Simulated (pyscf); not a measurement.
HO–Ti(OH)(F)–F + HF -> HO–Ti(F)(F)–F + H₂O (four-centre exchange; singlet surface; O–Ti, F–H broken, F–Ti, H–O formed). Single points on ωB97X-D3(BJ)/def2-SVP structures (PySCF, gas phase). Energies in kcal/mol from the separated reactants.

```tsv
level	barrier	reaction energy
PBE/def2-TZVP	[?]	-11.8
B3LYP-D3(BJ)/def2-TZVP	-2.9	-10.6
PBE0-D3(BJ)/def2-TZVP	-3.6	-10.5
M06-2X/def2-TZVP	[?]	[?]
ωB97M-D3(BJ)/def2-TZVP	-2.4	-10.8
HF/def2-TZVP	8.0	-10.7
```

Some entries are withheld; supply them.


- PBE/def2-TZVP, barrier: -4.6
- M06-2X/def2-TZVP, barrier: -5.2
- M06-2X/def2-TZVP, reaction energy: -8.5

On the reactant side the descent ends in a complex, 7.9 kcal/mol under the separated species and 4.8 kcal/mol under the saddle at ωB97X-D3(BJ)/def2-TZVP. On the product side the descent ends in an adduct with a O–Ti contact (not fully relaxed), 13.3 kcal/mol under the separated species and 20.7 kcal/mol under the saddle at ωB97X-D3(BJ)/def2-TZVP. At PBE, B3LYP-D3(BJ), PBE0-D3(BJ), M06-2X, ωB97M-D3(BJ) the saddle lies under the separated reactants, which points to a path from their complex (located at ωB97X-D3(BJ) alone). What is counted as broken (O–Ti) persists as a longer contact in the product adduct; parting that adduct is a step of its own. One saddle was located; it need not be the lowest between these sides.
